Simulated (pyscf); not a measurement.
H₃C–SnH₃ (SMILES [CH3][SnH3]) + H₂O (SMILES O) → H₃C–SnH₃ (SMILES [CH3][SnH3]) + H₂O (SMILES O) (four-centre exchange; singlet surface; H–Sn, H–O broken, H–Sn, H–O formed). Single points on ωB97X-D3(BJ)/def2-SVP structures (PySCF, gas phase). Energies in kJ/mol from the separated reactants.

| level | barrier | reaction energy |
|---|---|---|
| PBE/def2-TZVP | 189.5 | 0.0 |
| r²SCAN/def2-TZVP | (withheld) | 0.0 |
| B3LYP-D3(BJ)/def2-TZVP | 214.1 | 0.0 |
| PBE0-D3(BJ)/def2-TZVP | 208.0 | 0.0 |
| M06-2X/def2-TZVP | 232.2 | 0.0 |
| HF/def2-TZVP | (withheld) | 0.0 |

Q: What belongs in the gaps?

A: 
- r²SCAN/def2-TZVP, barrier: 212.0
- HF/def2-TZVP, barrier: 298.7

The functionals in the table span 42.7 kJ/mol in this barrier, from PBE to M06-2X. The same reactants have a lower exit, to H₃C–SnH₂–OH + H₂ (barrier +142.6 kJ/mol at ωB97M-D3(BJ)/def2-TZVP, against +224.1 kJ/mol here). This is the saddle that the search found; another between the same sides may lie lower. Elements past Kr carry the def2 core potentials, without spin-orbit coupling.
